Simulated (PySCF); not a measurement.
# Aluminium: a sound run and one with changed settings

Sound run: Al [Ne] 3s2 3p1, Al⁺ [Ne] 3s2. All numbers are calculated (PySCF 2.14, the spin-free X2C one-electron Hamiltonian (Gaussian nucleus), in cc-pVDZ-DK). In the sound run the correlated levels freeze [Ne]. The sound run starts from symmetry-adapted Hartree-Fock orbitals and uses a fine grid where one is needed.

Changed run: a valence shell is frozen. This setting is unsound on purpose.

Ionisation energy of Al:

```
 method  sound run (eV)  changed run (eV)
    UHF           5.574             5.574
    MP2           5.725             5.574
SCS-MP2           5.706             5.574
   CCSD           5.808             5.574
CCSD(T)           5.826             5.574
  CCSDT             n/a             5.574
    FCI             n/a             5.574
```

Freezing a valence shell removes pair correlation that changes on ionisation.

For comparison, NIST gives 5.986 eV between the lowest levels.
